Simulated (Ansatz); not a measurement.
**A ladder of methods for BSiH2Cl (SMILES B[Si]Cl)**

BSiH2Cl has 5 atoms, charge 0, and is taken as a triplet. SMILES: `B[Si]Cl`. The shape is that of a GFN2-xTB optimisation.

```csv
atom,x (Å),y (Å),z (Å)
B,-0.6741,0.3680,-0.3025
Si,0.3346,-1.0819,0.3575
Cl,2.3114,-0.9303,0.9615
H,-0.1845,1.4312,-0.3874
H,-1.7874,0.2130,-0.6291
```

Each level gives the energy change with the B1–Si2 bond stretched from 1.886 to 2.828 Å (eV). The values are calculated.

```json
{"level": "UHF/STO-3G", "kind": "Hartree–Fock", "program": "Ansatz", "value (eV)": "2.55", "less FCI/STO-3G": "-0.25", "CPU time (all runs)": "0.67 s"}
{"level": "USVWN5/STO-3G", "kind": "LDA", "program": "Ansatz", "value (eV)": "3.07", "less FCI/STO-3G": "+0.27", "CPU time (all runs)": "3.8 s"}
{"level": "U-r2SCAN0/STO-3G", "kind": "hybrid meta-GGA", "program": "Ansatz", "value (eV)": "3.11", "less FCI/STO-3G": "+0.31", "CPU time (all runs)": "15 s"}
{"level": "UPBE0/STO-3G", "kind": "global hybrid", "program": "Ansatz", "value (eV)": "3.11", "less FCI/STO-3G": "+0.31", "CPU time (all runs)": "5.6 s"}
{"level": "U-wB97X/STO-3G", "kind": "range-separated hybrid", "program": "Ansatz", "value (eV)": "3.11", "less FCI/STO-3G": "+0.31", "CPU time (all runs)": "28 s"}
{"level": "UB2PLYP/STO-3G", "kind": "double hybrid", "program": "Ansatz", "value (eV)": "2.93", "less FCI/STO-3G": "+0.13", "CPU time (all runs)": "6.2 s"}
{"level": "RPA@PBE/STO-3G", "kind": "RPA", "program": "Ansatz", "value (eV)": "2.56", "less FCI/STO-3G": "-0.24", "CPU time (all runs)": "6.1 s"}
{"level": "UMP2/STO-3G", "kind": "perturbation theory", "program": "Ansatz", "value (eV)": "2.88", "less FCI/STO-3G": "+0.08", "CPU time (all runs)": "0.59 s"}
{"level": "UBCCD(T)/STO-3G", "kind": "coupled cluster or CI", "program": "Ansatz", "value (eV)": "2.82", "less FCI/STO-3G": "+0.02", "CPU time (all runs)": "1.2 s"}
{"level": "FCI/STO-3G", "kind": "exact in the basis", "program": "Ansatz", "value (eV)": "2.80", "less FCI/STO-3G": "0.00", "CPU time (all runs)": "2.7 min"}
```

FCI/STO-3G is exact within its basis and frozen core, so for wave-function methods in that basis the difference is their error; functionals converge differently with the basis, so for them it is only a difference. The first shape isn't each level's own minimum. The values span 2.55 to 3.11 eV. All rows use very small basis sets, so none should be taken for the real molecule's value. CPU times are rough (shared hosts, several kinds of processor and program).
